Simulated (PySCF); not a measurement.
# How methods differ on the electron affinity of H

H- 1s2 (1S) → H 1s1 (2S), as a difference of total energies. Calculation: PySCF 2.14, in def2-TZVPPD (3s3p1d, 17 functions); no relativity, point nucleus. Correlated levels: valence: nothing frozen. The calculations carry no spin-orbit coupling.

Q: Order these methods by the electron affinity they give, lowest first.
A. PBE
B. M06-L
C. wB97X-V
D. CAM-B3LYP

A: A (-0.058 eV), B (0.052 eV), C (0.088 eV), D (0.189 eV).

Errors of the correlated levels include the incompleteness of this basis.

A negative affinity means that the anion lies above the atom at that level of theory.

In the anion the highest occupied orbital energy is positive at LDA, PBE, PBE0, r2SCAN, M06-L, CAM-B3LYP, HSE06, wB97X-V; the basis confines that electron, and the energy difference can still be sensible.

For comparison: 0.754 eV (measured; photodetachment measurements, as compiled on the Wikipedia data page of electron affinities).
